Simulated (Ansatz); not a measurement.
Dissociation curve of BeH, doublet.

Level of theory: full CI/def2-SVP, frozen core in Ansatz (a program for electronic structure).

### Question
Relative to R = 1.36 Å, what are the energies at R = 1.08, 1.86, 2.98, 5.40 Å?

### Answer
18.5 kcal/mol at 1.08 Å, 20.1 kcal/mol at 1.86 Å, 44.3 kcal/mol at 2.98 Å, 44.0 kcal/mol at 5.40 Å.
